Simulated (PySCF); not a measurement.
**Partial charges of cyanoacetylene**

Species: cyanoacetylene, C3HN.
Atom-mapped SMILES: `[CH:1]#[C:2][C:3]#[N:4]` (hydrogens: H5 on C1)

Density: PBE0/pcSseg-1 (PySCF); schemes: Mulliken, IAO, Hirshfeld and ESP-fitted. Geometry: PBE0-D3(BJ)/def2-SVP; no solvent, vibrations or thermal averaging.

Problem. Tabulate the Mulliken, IAO, Hirshfeld and ESP-fitted charges.

Solution. In e:

| atom | environment | Mulliken | IAO | Hirshfeld | ESP-fitted |
| --- | --- | --- | --- | --- | --- |
| C1 | terminal alkyne carbon | -0.165 | -0.125 | -0.024 | -0.221 |
| C2 | alkyne carbon | +0.311 | -0.053 | -0.018 | -0.149 |
| C3 | nitrile carbon | -0.038 | +0.143 | +0.092 | +0.491 |
| N4 | nitrile nitrogen | -0.212 | -0.189 | -0.172 | -0.421 |
| H5 | alkyne hydrogen | +0.105 | +0.224 | +0.121 | +0.300 |

Mean size of the charges over all atoms: ESP-fitted 0.316 e, Mulliken 0.166 e, IAO 0.147 e, Hirshfeld 0.085 e. Each set sums to the total charge, 0, to within 0.001 e. The IAO scheme counts the electrons in orthogonalised intrinsic atomic orbitals, a minimal basis polarised so that it spans the occupied orbitals exactly. The Mulliken scheme gives each basis function's population to the atom it is centred on and halves the overlap population of two atoms between them.

Lowest charge. All schemes agree: Mulliken N4 (-0.212); IAO N4 (-0.189); Hirshfeld N4 (-0.172); ESP-fitted N4 (-0.421).

Highest charge. The schemes don't all agree: Mulliken C2 (+0.311); IAO H5 (+0.224); Hirshfeld H5 (+0.121); ESP-fitted C3 (+0.491).

Problem. Sum the charges by element, for elements with more than one atom.

Solution. 
| element | atoms | Mulliken | IAO | Hirshfeld | ESP-fitted |
| --- | --- | --- | --- | --- | --- |
| C | 3 | +0.107 | -0.035 | +0.050 | +0.120 |

Problem. How many electrons does the IAO scheme count on C3?

Solution. Z − q = 6 − (+0.143) = 5.857.

Problem. How closely do the schemes follow one another over all atoms?

Solution. Correlation coefficient and root-mean-square difference: IAO with ESP-fitted 0.94, 0.199 e; IAO with Hirshfeld 0.94, 0.071 e; Hirshfeld with ESP-fitted 0.92, 0.249 e; Mulliken with Hirshfeld 0.45, 0.171 e; Mulliken with IAO 0.41, 0.191 e; Mulliken with ESP-fitted 0.28, 0.340 e.
